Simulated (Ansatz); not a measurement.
Abridged output of a molecular run in Ansatz:

```
Functional definition: HF
975 factors; integrals over basis functions are off by at most 1.1e-3 eV
mean field evaluation 1: about -19771.8982 eV, gradient 1.6e1 eV
mean field evaluation 2: about -19772.0880 eV, gradient 1.6e1 eV
mean field evaluation 4: about -19773.4074 eV, gradient 1.9e0 eV
mean field evaluation 8: about -19773.4177 eV, gradient 2.1e-1 eV
mean field -19773.41791980 eV, -726.6597056486 hartree, gradient 2.2e-6 eV, S^2 0.000000; 0 other end points of the search recorded, 0 dependent functions left out; unrestricted orbitals would lower it
11 core orbitals not correlated: weight in the atoms' cores, before any rotation towards them, 1.000 or more for the frozen orbitals, at most 0.000 for the correlated occupied ones
reference -19773.41791980 eV, -726.6597056486 hartree; 9, 9 occupied and 151, 151 virtual orbitals, 975 factors
second order -12.43692235 eV of doubles, -0.00000000 eV of singles
cycle   1  -13.07726522 eV  change   -6.4e-1 eV  update   9.7e-2
cycle   2  -13.51610119 eV  change   -4.4e-1 eV  update   3.2e-2
cycle   3  -13.61471836 eV  change   -9.9e-2 eV  update   1.7e-2
cycle   4  -13.60878981 eV  change    5.9e-3 eV  update   5.0e-3
cycle   5  -13.60865779 eV  change    1.3e-4 eV  update   2.3e-3
cycle   6  -13.60869109 eV  change   -3.3e-5 eV  update   6.8e-4
cycle   7  -13.60869200 eV  change   -9.0e-7 eV  update   2.3e-4
cycle   8  -13.60876906 eV  change   -7.7e-5 eV  update   8.6e-5
cycle   9  -13.60877262 eV  change   -3.6e-6 eV  update   2.7e-5
cycle  10  -13.60875845 eV  change    1.4e-5 eV  update   9.2e-6
perturbative correction -0.64988881 eV, -0.0238829731 hartree
Total energy: -19787.67656705 eV, -727.1837012703 hartree
```

Its atoms:

Z-matrix (Å, degrees):
```
Si
C 1 1.881
H 1 1.488 2 108.6
H 1 1.480 2 109.6 3 121.3
H 1 1.488 2 108.6 3 -117.3
S 2 1.611 1 123.9 3 -121.3
H 2 1.095 1 117.6 3 58.7
```

(1) Which basis set was used?
A. def2-TZVPP
B. cc-pV(Q+d)Z
C. def2-SVP
D. def2-QZVPP

(2) Write the keys of the input that set method, charge and spin (a neutral closed shell needs none for the last two).

Results:

(1) A. It gives 171 functions.

(2) 
```yaml
correlation: {method: ccsd_t}
```
